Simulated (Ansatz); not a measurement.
Write a Python script for the Python package of Ansatz (0.2.0) that makes a ranking of conformers of C4H10OS, SMILES COCCCS. Level of theory (for the species named): PBE0, def2-SVP basis, multiplicity 1.

The script, `conformers_c4h10os.py`:
```python
import ansatz as az
from rdkit import Chem
from rdkit.Chem import AllChem

SETTINGS = {
    'basis_set': 'def2-SVP',
    'functional': 'pbe0',
}

rd = Chem.AddHs(Chem.MolFromSmiles('COCCCS'))
ids = list(AllChem.EmbedMultipleConfs(rd, numConfs=20, randomSeed=856, pruneRmsThresh=0.4))
field = [energy for _, energy in AllChem.MMFFOptimizeMoleculeConfs(rd)]
distinct = {round(e, 2): i for i, e in zip(ids, field)}
chosen = sorted(distinct.items())[:3]
found = []
for force_field, index in chosen:
    mol = az.Crystal.molecule()
    for atom, xyz in zip(rd.GetAtoms(), rd.GetConformer(index).GetPositions()):
        mol = mol.atom(atom.GetSymbol(), xyz.round(5).tolist())
    calculation = (
        mol.calculation()
        .basis(gaussian=SETTINGS['basis_set'])
        .functional(SETTINGS['functional'])
    )
    found.append(calculation.run().report['free_energy_ev'])
print('conformer   MMFF (kcal/mol)   this level (kcal/mol)')
for (force_field, index), e in zip(chosen, found):
    print(f'{index:9d} {force_field - chosen[0][0]:17.2f} {23.060548 * (e - min(found)):17.3f}')
```

Output of `python conformers_c4h10os.py`:
```text
conformer   MMFF (kcal/mol)   this level (kcal/mol)
       11              0.00             0.564
        9              0.73             1.816
        3              0.82             0.000
```

The conformers keep their force-field geometries. The whole script took 20 s on 1 thread of Arm Neoverse V1 (shared host), peak memory 0.41 GiB.

(Lines on the test bed's own set-up are left out of the output.)
